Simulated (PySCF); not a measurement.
2-cyclobutene-1-one, C4H4O.
Z-matrix (Å and degrees, PBE0-D3(BJ)/def2-SVP geometry), rows numbered from 1:
```
O 
C   1  1.1947
C   2  1.4918  1  136.62
C   3  1.3503  2   91.17  1   179.48
C   4  1.5159  3   96.61  2     0.24
H   3  1.0918  2  134.59  1    -0.36
H   4  1.0927  3  132.27  2  -179.71
H   5  1.1026  2  115.03  1   -63.30
H   5  1.1027  2  114.86  1    64.53
```

Computed with PySCF at PBE0/pcSseg-1 and B3LYP/def2-SVPD, non-relativistic, on one gas-phase PBE0-D3(BJ)/def2-SVP geometry that isn't relaxed in the solvent. The solvent is an IEF-PCM continuum (cavity from Bondi-type radii × 1.2). The model holds no explicit solvent molecules, cavitation or dispersion.

Gas phase at PBE0/pcSseg-1: HOMO -7.41 eV, LUMO -1.53 eV, dipole 3.33 D.

Task: What does the continuum do to the energy, the frontier levels and the dipole at PBE0/pcSseg-1 in chloroform and tetrahydrofuran?

Result: 
```csv
solvent,ε,E(solvent) − E(gas) (kcal/mol),polarisation term (kcal/mol),distortion of the solute (kcal/mol),HOMO (eV),LUMO (eV),dipole (D)
chloroform,4.711,-3.74,-4.32,0.58,-7.47,-1.44,4.06
tetrahydrofuran,7.426,-4.28,-5.05,0.77,-7.49,-1.43,4.18
```

The first energy column is the sum of the next two and covers electrostatics alone. From chloroform to tetrahydrofuran the lowering changes by a factor 1.14, Onsager's factor (ε − 1)/(2ε + 1) by 1.14 and ε itself by 1.6.

Task: Which radius a makes the point-dipole formula ΔE = −[(ε − 1)/(2ε + 1)]·μ²/a³ give the value in tetrahydrofuran, with the gas-phase dipole?

Result: μ = 1.310 au and |ΔE| = 0.00681 Eh give a = 2.47 Å; the farthest nucleus lies 2.26 Å from the centroid of the nuclei. The formula assumes a rigid point dipole at the centre of a sphere.

Task: Which Hirshfeld charges (PBE0/pcSseg-1) respond most in chloroform (means over atoms taken as equivalent)?

Result: 
```
atoms                    environment  gas (e)  solvent (e)  change
   O1                  ketone oxygen   -0.241       -0.276  -0.035
   C4               alkene CH carbon   -0.001       +0.011  +0.012
   H7               vinylic hydrogen   +0.065       +0.076  +0.011
H8/H9             methylene hydrogen   +0.049       +0.054  +0.005
   H6               vinylic hydrogen   +0.063       +0.068  +0.005
   C5  sp3 carbon next to a carbonyl   -0.082       -0.079  +0.003
   C3               alkene CH carbon   -0.056       -0.059  -0.003
   C2         ketone carbonyl carbon   +0.153       +0.152  -0.001
```

Gas phase at B3LYP/def2-SVPD: HOMO -7.21 eV, LUMO -1.84 eV, dipole 3.57 D.

Task: What does the continuum do to the energy, the frontier levels and the dipole at B3LYP/def2-SVPD in chloroform and tetrahydrofuran?

Result: 
```csv
solvent,ε,E(solvent) − E(gas) (kcal/mol),polarisation term (kcal/mol),distortion of the solute (kcal/mol),HOMO (eV),LUMO (eV),dipole (D)
chloroform,4.711,-4.07,-4.79,0.72,-7.29,-1.73,4.43
tetrahydrofuran,7.426,-4.66,-5.62,0.96,-7.31,-1.72,4.57
```

Task: How does the static polarisability (B3LYP/def2-SVPD, frozen core, with the continuum's full static response) change?

Result: 
```
         medium  isotropic (au)  principal values (au)  ⟨r²⟩ of the electrons (bohr²)
            gas            48.5       33.6, 51.8, 60.0                          338.7
     chloroform            59.5       40.4, 63.3, 75.0                          338.6
tetrahydrofuran            61.4       41.7, 65.2, 77.4                          338.6
```

The isotropic value in tetrahydrofuran is 1.27 times the gas-phase one; no cavity-field correction is applied. ⟨r²⟩ is taken about the centre of nuclear charge.
